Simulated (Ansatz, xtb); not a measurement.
**CH5NO2: 3 structures ranked**

3 gas-phase structures of CH5NO2, found in a search over its isomers (lower ones may exist). Each was relaxed with GFN2-xTB; where two conformers were screened, the lower at r2SCAN-D4/def2-SVP is listed:

A. `NC(O)O`, a singlet
B. `OCNO`, a singlet
C. `NOCO`, a singlet

Q: Make a reasoned guess at their ranking by r2SCAN-D4/def2-SVP single-point energy.

A: Calculated order at r2SCAN-D4/def2-SVP: A (0.0), C (43.5), B (44.5) kcal/mol. Less than 1 kcal/mol parts C and B, so the order within that pair means little.

Energies above the lowest of each column, in kcal/mol; the last columns are at B3LYP/6-31G* geometries:

| structure | GFN2-xTB | HF/STO-3G | r2SCAN-D4/def2-SVP | B3LYP/6-31G* | CCSD(T)/def2-TZVP |
| --- | --- | --- | --- | --- | --- |
| A | 0.0 | 0.0 | 0.0 | 0.0 | 0.0 |
| C | 37.6 | 15.5 | 43.5 | 37.7 | 44.2 |
| B | 36.6 | 22.6 | 44.5 | 40.7 | 44.9 |

Every level run on A puts it lowest or level with the lowest. Some further structures that were screened fall inside this span and aren't listed. Flexible structures stand in one conformer each, not always the lowest.

Programs: Ansatz 0.2.0, xtb 6.7.1 (Pople sets with spherical d functions).
